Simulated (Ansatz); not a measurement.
System: 1T (CdI2-type) HfS2. Method: PBE (PAW; Ansatz, a program for electronic structure).

Settings: plane-wave cutoff 500 eV, 12×12×6 k mesh (along the axes of the cell as run), gaussian smearing 0.02 eV, scalar-relativistic PAW data made under PBE.

Cell (relaxed at this level):

```
CELL_PARAMETERS angstrom
      1.82576    -3.16231     0.00000
      1.82576     3.16231     0.00000
      0.00000     0.00000     6.79693
ATOMIC_POSITIONS crystal
  Hf 0.00000 0.00000 0.00000
  S  0.33333 0.66667 0.21283
  S  0.66667 0.33333 0.78717
```

**Question.** What does this level give for the band gap?

**Answer.** 
band gap: 1.25 eV (on the SCF k mesh)

Measured, for comparison: band gap 1.8 eV (temperature not stated, no zero-point or thermal correction, fundamental, indirect, our sources range from 1.80 to 1.96; as tabulated in Rybak et al. (2022), arXiv:2210.12074).

Note: the cell comes from a level without a dispersion term, which matters for the spacing of layers, chains or molecules; the cell has widely spaced layers and the level no dispersion term, so their spacing and the moduli can rest on weak binding.

Spin–orbit coupling is not included.

The computed numbers hold no vibrational or temperature effects.
